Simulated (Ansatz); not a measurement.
Basis-set extrapolation for CH3FS (`FCS`) (PBE0-D4/def2-TZVP geometry, frozen core, the Gaussian-basis code of Ansatz). Multiplicity 1, RHF reference.

|  | def2-TZVPP | def2-QZVPP |
| --- | --- | --- |
| HF | -536.644157 | -536.661958 |
| MP2 correlation | -0.601016 | -0.652689 |
| CCSD(T) correlation | -0.653597 | not run |

Energies in hartree. Use E(X) = E(∞) + A·exp(−7.88·√X) for Hartree–Fock and E(X) = E(∞) + B·X^(−2.97) for correlation, with X = 3 and 4, and add CCSD(T) minus MP2 of the smaller set to the MP2 limit.

Problem. What is the CCSD(T) energy at the basis-set limit?

Solution. HF limit: -536.661958 + (-0.017801) × 0.13774 = -536.66441. MP2 limit: -0.652689 + (-0.051673) × 0.74074 = -0.69097. Higher-order term: -0.653597 − (-0.601016) = -0.05258. Total: -537.40796 hartree, 3.00 eV below CCSD(T)/def2-TZVPP.
